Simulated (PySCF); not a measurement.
Species: C₅H₁₂P (charge +1).
SMILES with atom numbers: `[CH3:1][C@@H:2]1[CH2:3][P+:4]1([CH3:5])[CH3:6]` (hydrogens: H7, H8, H9 on C1; H10 on C2; H11, H12 on C3; H13, H14, H15 on C5; H16, H17, H18 on C6)

The same species was optimised twice, with GFN2-xTB and with PBE0-D3(BJ)/def2-SVP (PySCF), and the same property calculations (PySCF, gas phase) were run on both structures.

```csv
coordinate,GFN2-xTB,PBE0-D3(BJ)/def2-SVP,change
P4–C6 (Å),1.812,1.794,-0.018
P4–C5 (Å),1.812,1.794,-0.018
C2–C3 (Å),1.545,1.532,-0.013
C2–P4 (Å),1.816,1.806,-0.010
C3–P4 (Å),1.798,1.791,-0.007
C1–C2 (Å),1.505,1.507,+0.002
C3–P4–C5 (°),116.3,118.3,+2.0
C1–C2–C3 (°),119.4,120.9,+1.5
C2–P4–C6 (°),121.1,119.8,-1.3
C3–P4–C6 (°),117.2,118.2,+1.0
C1–C2–P4 (°),122.0,122.7,+0.7
C2–P4–C5 (°),119.4,119.0,-0.4
C5–P4–C6 (°),115.9,115.6,-0.3
C2–P4–C3 (°),50.6,50.4,-0.2
```

Rotational constants: A = 3973, B = 2204, C = 1802 MHz (GFN2-xTB) against A = 3982, B = 2219, C = 1831 MHz (PBE0-D3(BJ)/def2-SVP). Point groups within 0.08 Å: C1 and C1.

On the GFN2-xTB structure: lowest singlet, TDDFT (eV) 7.43 [B3LYP/def2-SVPD]; lowest triplet, Tamm–Dancoff (eV) 5.96 [B3LYP/def2-SVPD]; isotropic polarisability (au) 77.3 [B3LYP/def2-SVPD]; HOMO (eV) -12.78 [B3LYP/def2-SVPD]; LUMO (eV) -4.71 [B3LYP/def2-SVPD]; HOMO (eV) -13.05 [PBE0/pcSseg-1]; LUMO (eV) -4.50 [PBE0/pcSseg-1]; GIAO shielding of C1 (ppm) 171.3 [PBE0/pcSseg-1]; GIAO shielding of C2 (ppm) 157.8 [PBE0/pcSseg-1]; GIAO shielding of C3 (ppm) 169.7 [PBE0/pcSseg-1]; GIAO shielding of P4 (ppm) 435.4 [PBE0/pcSseg-1]; GIAO shielding of C5 (ppm) 178.4 [PBE0/pcSseg-1]; GIAO shielding of C6 (ppm) 183.2 [PBE0/pcSseg-1].

What do these properties become on the PBE0-D3(BJ)/def2-SVP structure?

```
                                    property            level  on GFN2-xTB  on PBE0-D3(BJ)/def2-SVP  change
                  lowest singlet, TDDFT (eV)  B3LYP/def2-SVPD         7.43                     7.55   +0.12
           lowest triplet, Tamm–Dancoff (eV)  B3LYP/def2-SVPD         5.96                     6.09   +0.13
               isotropic polarisability (au)  B3LYP/def2-SVPD         77.3                     77.6    +0.3
                                   HOMO (eV)  B3LYP/def2-SVPD       -12.78                   -12.67   +0.11
                                   LUMO (eV)  B3LYP/def2-SVPD        -4.71                    -4.49   +0.22
energy, GFN2-xTB geometry as zero (kcal/mol)  B3LYP/def2-SVPD          0.0                     -0.5    -0.5
                                   HOMO (eV)    PBE0/pcSseg-1       -13.05                   -12.93   +0.12
                                   LUMO (eV)    PBE0/pcSseg-1        -4.50                    -4.29   +0.21
energy, GFN2-xTB geometry as zero (kcal/mol)    PBE0/pcSseg-1          0.0                     -0.6    -0.6
                  GIAO shielding of C1 (ppm)    PBE0/pcSseg-1        171.3                    170.3    -1.0
                  GIAO shielding of C2 (ppm)    PBE0/pcSseg-1        157.8                    160.9    +3.1
                  GIAO shielding of C3 (ppm)    PBE0/pcSseg-1        169.7                    168.2    -1.5
                  GIAO shielding of P4 (ppm)    PBE0/pcSseg-1        435.4                    442.2    +6.8
                  GIAO shielding of C5 (ppm)    PBE0/pcSseg-1        178.4                    178.8    +0.4
                  GIAO shielding of C6 (ppm)    PBE0/pcSseg-1        183.2                    183.8    +0.6
```

The heavy atoms differ by 0.030 Å rms after alignment. Among bonds between heavy atoms P4–C5 and P4–C6 change most and about equally (-0.018 Å). Changes are differences of the printed values. Neither structure is proved a minimum here. Geometry: PBE0-D3(BJ)/def2-SVP; no solvent, vibrations or thermal averaging.
